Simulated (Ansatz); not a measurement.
We consider PbO (Pbcm, No. 57), described by PBEsol (Ansatz, a first-principles code, plane waves, PAW).

Settings: plane-wave cutoff 520 eV, 8×6×6 k mesh (along the axes of the cell as run), Fermi–Dirac smearing 0.01 eV, scalar-relativistic PAW data made under PBE.

Computed at the level's own relaxed cell.

Task: Predict the bulk modulus, band gap, equilibrium volume per atom, pressure derivative B′ of the bulk modulus and direct gap at Γ.

Result: 
* **bulk modulus**: 17.5 GPa
* **band gap**: 1.99 eV
* **equilibrium volume per atom**: 19.39 Å³/atom
* **pressure derivative B′ of the bulk modulus**: 11.8
* **direct gap at Γ**: 3.33 eV

Note: the bulk modulus comes from volumes at which shape and atoms were relaxed; the cell has widely spaced layers and the level no dispersion term, so their spacing and the moduli can rest on weak binding.

Spin–orbit coupling is not included; with these elements it can move the gap by several tenths of an eV or more.
